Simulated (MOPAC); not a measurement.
MOPAC input (PM7):

```
PM7 PRECISE GNORM=0.05 LET XYZ UHF MS=0.5 GEO-OK AUX(PRECISION=9) THREADS=1
C2H2Cl

C    -0.18331015 1    0.82218101 1   -0.00200557 1
C     0.95939345 1    1.42913572 1   -0.00491648 1
Cl   -0.32505073 1   -0.94519596 1    0.00290529 1
H    -1.15024766 1    1.30588412 1   -0.00222400 1
H     2.01961031 1    1.25454689 1   -0.00563361 1
```

Output:

```
 *******************************************************************************
 **                                                                           **
 **                              MOPAC v23.2.5                                **
 **                                                                           **
 *******************************************************************************
 ** MOPAC's Digital Object Identifier: https://doi.org/10.5281/zenodo.6511958 **
 **                                                                           **
 ** Please cite the open-source release paper for use of this MOPAC version:  **
 ** J. E. Moussa and J. J. P. Stewart (2026)                                  **
 ** MOPAC: An open-source semiempirical molecular orbital program             **
 ** J. Open Source Softw., 11(119), 8025, https://doi.org/10.21105/joss.08025 **
 *******************************************************************************

                              PM7 CALCULATION RESULTS

 *******************************************************************************
 *  PM7        - The PM7 Hamiltonian to be used
 *  GEO-OK     - OVERRIDE INTERATOMIC DISTANCE AND OTHER SAFETY CHECKS
 *  UHF        - UNRESTRICTED HARTREE-FOCK CALCULATION
 *  MS=        - IN MECI, MAGNETIC COMPONENT OF SPIN =  0.5
 *  LET        - OVERRIDE SOME SAFETY CHECKS
 *  PRECISE    - TIGHTER CRITERIA TO BE USED
 *  XYZ        - CARTESIAN COORDINATE SYSTEM TO BE USED
 *  GNORM      - EXIT WHEN GRADIENT NORM DROPS BELOW 0.050
 *  AUX        - OUTPUT AUXILIARY INFORMATION
 *******************************************************************************
PM7 PRECISE GNORM=0.05 LET XYZ UHF MS=0.5 GEO-OK AUX(PRECISION=9) THREADS=1
 C2H2Cl

   ATOM   CHEMICAL          X               Y               Z
  NUMBER   SYMBOL      (ANGSTROMS)     (ANGSTROMS)     (ANGSTROMS)

     1       C         -0.18331015  *   0.82218101  *  -0.00200557  *
     2       C          0.95939345  *   1.42913572  *  -0.00491648  *
     3      Cl         -0.32505073  *  -0.94519596  *   0.00290529  *
     4       H         -1.15024766  *   1.30588412  *  -0.00222400  *
     5       H          2.01961031  *   1.25454689  *  -0.00563361  *

          CARTESIAN COORDINATES

    NO.       ATOM           X           Y           Z

     1         C         -0.1833      0.8222     -0.0020
     2         C          0.9594      1.4291     -0.0049
     3        Cl         -0.3251     -0.9452      0.0029
     4         H         -1.1502      1.3059     -0.0022
     5         H          2.0196      1.2545     -0.0056

 General Reference for PM7:
 "Optimization of Parameters for Semiempirical Methods VI: More Modifications to the
 NDDO Approximations and Re-optimization of Parameters", J. J. P. Stewart, J. Mol. Mod., 1:32, 19 (2013)
 https://link.springer.com/article/10.1007/s00894-012-1667-x

           Empirical Formula: C2 H2 Cl  =     5 atoms

      MOLECULAR POINT GROUP   :   Cs

          UHF CALCULATION, NO. OF ALPHA ELECTRONS =    9
                           NO. OF BETA  ELECTRONS =    8

          Geometry optimization using EF

          DIAGONAL MATRIX USED AS START HESSIAN

 CYCLE:     1  GRAD.:   262.843 HEAT:  58.46201
 CYCLE:     2  GRAD.:   315.623 HEAT:  95.10311
 CYCLE:     3  GRAD.:   248.672 HEAT:  71.40528
 CYCLE:     4  GRAD.:   379.095 HEAT:  76.92209
 CYCLE:     5  GRAD.:   120.088 HEAT:  53.96358
 CYCLE:     6  GRAD.:   215.512 HEAT:  56.84898
 CYCLE:     7  GRAD.:    43.797 HEAT:  52.49310
 CYCLE:     8  GRAD.:   127.916 HEAT:  55.60414
 CYCLE:     9  GRAD.:    26.213 HEAT:  51.68203
 CYCLE:    10  GRAD.:    53.353 HEAT:  51.62874
 CYCLE:    11  GRAD.:    13.642 HEAT:  51.44969
 CYCLE:    12  GRAD.:    28.860 HEAT:  51.24454
 CYCLE:    13  GRAD.:    11.155 HEAT:  51.17279
 CYCLE:    14  GRAD.:    11.329 HEAT:  51.15465
 CYCLE:    15  GRAD.:     1.862 HEAT:  51.15109
 CYCLE:    16  GRAD.:     1.121 HEAT:  51.15098
 CYCLE:    17  GRAD.:     0.099 HEAT:  51.15078
 CYCLE:    18  GRAD.:     0.016 HEAT:  51.15078

     GRADIENT =  0.01556 IS LESS THAN CUTOFF =  0.05000

 -------------------------------------------------------------------------------
 PM7 PRECISE GNORM=0.05 LET XYZ UHF MS=0.5 GEO-OK AUX(PRECISION=9) THREADS=1
 C2H2Cl

     GEOMETRY OPTIMISED USING EIGENVECTOR FOLLOWING (EF).
     SCF FIELD WAS ACHIEVED

                              PM7 CALCULATION
                                                       MOPAC v23.2.5 Linux

          FINAL HEAT OF FORMATION =         51.15078 KCAL/MOL =     214.01487 KJ/MOL

          COSMO AREA              =         90.38 SQUARE ANGSTROMS
          COSMO VOLUME            =         73.48 CUBIC ANGSTROMS

          GRADIENT NORM           =          0.01556          =       0.00696 PER ATOM
          IONIZATION POTENTIAL    =          9.952385 EV
          ALPHA SOMO LUMO (EV)    =         -9.952  0.230
          BETA  SOMO LUMO (EV)    =        -10.365 -0.856
          NO. OF ALPHA ELECTRONS  =          9
          NO. OF BETA  ELECTRONS  =          8
          MOLECULAR WEIGHT        =         61.4908         POINT GROUP:  Cs

          MOLECULAR DIMENSIONS (Angstroms)

            Atom       Atom       Distance
            H     5   Cl     3     3.45035
           Cl     3    H     4     2.10130
            H     5    C     1     0.00000

          SCF CALCULATIONS        =         19

   ATOM   CHEMICAL          X               Y               Z
  NUMBER   SYMBOL      (ANGSTROMS)     (ANGSTROMS)     (ANGSTROMS)

     1       C         -0.19742632  *   0.79890030  *  -0.00192724  *
     2       C          1.01709736  *   1.31043590  *  -0.00466197  *
     3      Cl         -0.34619406  *  -0.92286992  *   0.00286904  *
     4       H         -1.14936700  *   1.30529297  *  -0.00222354  *
     5       H          1.99365941  *   1.61285354  *  -0.00656807  *

                             CARTESIAN COORDINATES

   1    C       -0.197426317     0.798900298    -0.001927236
   2    C        1.017097358     1.310435902    -0.004661966
   3   Cl       -0.346194055    -0.922869918     0.002869037
   4    H       -1.149366999     1.305292965    -0.002223544
   5    H        1.993659409     1.612853542    -0.006568072

           Empirical Formula: C2 H2 Cl  =     5 atoms

      MOLECULAR POINT GROUP   :   Cs

          ALPHA EIGENVALUES
 -27.95846 -24.63483 -20.23216 -16.35820 -15.23547 -12.77998 -11.22429 -10.58081
  -9.95239   0.23028   1.12843   4.46214   5.08881   5.91815  69.51080  69.56620
  69.56885  69.87430  69.87967

           BETA EIGENVALUES
 -27.68509 -24.09846 -19.92429 -16.14880 -14.81268 -12.79022 -11.17577 -10.36452
  -0.85552   0.54154   1.69207   4.73303   5.18702   6.13981  69.60373  69.64073
  69.67661  69.88242  69.89039

              NET ATOMIC CHARGES AND DIPOLE CONTRIBUTIONS

  ATOM NO.   TYPE          CHARGE      No. of ELECS.   s-Pop       p-Pop       d-Pop
    1          C          -0.128032        4.1280     1.11827     3.00976
    2          C          -0.158690        4.1587     1.18000     2.97869
    3         Cl          -0.089175        7.0892     1.98240     5.10150     0.00527
    4          H           0.187676        0.8123     0.81232
    5          H           0.188221        0.8118     0.81178
 DIPOLE           X         Y         Z       TOTAL
 POINT-CHG.     0.261     1.540    -0.004     1.562
 HYBRID         0.086     0.065    -0.000     0.108
 SUM            0.347     1.604    -0.005     1.642

          ATOMIC ORBITAL ELECTRON POPULATIONS

     Atom    s        px        py        pz      x^2-y^2     xz        z^2       yz        xy
    1  C   1.11827   1.04904   0.88994   1.07078
    2  C   1.18000   1.02342   0.99474   0.96053
    3 Cl   1.98240   1.98472   1.14869   1.96810   0.00220   0.00002   0.00102   0.00057   0.00145
    4  H   0.81232
    5  H   0.81178

                    (SZ)    =    0.500000
                    (S**2)  =    0.795249

          ATOMIC ORBITAL SPIN POPULATIONS

    Atom   Total    s     px     py     pz   x^2-y^2  xz     z^2    yz     xy
         Atomic
    1  C -0.2780 -0.011 -0.026 -0.054 -0.188
    2  C  1.1533  0.032  0.134  0.789  0.199
    3 Cl  0.1194 -0.000  0.005  0.126 -0.011 -0.000  0.000 -0.000 -0.000 -0.000
    4  H  0.0329  0.033
    5  H -0.0276 -0.028

 **********************
 *                    *
 * JOB ENDED NORMALLY *
 *                    *
 **********************

 == MOPAC DONE ==
```

The geometry given is a B3LYP-D3(BJ)/def2-TZVP minimum.
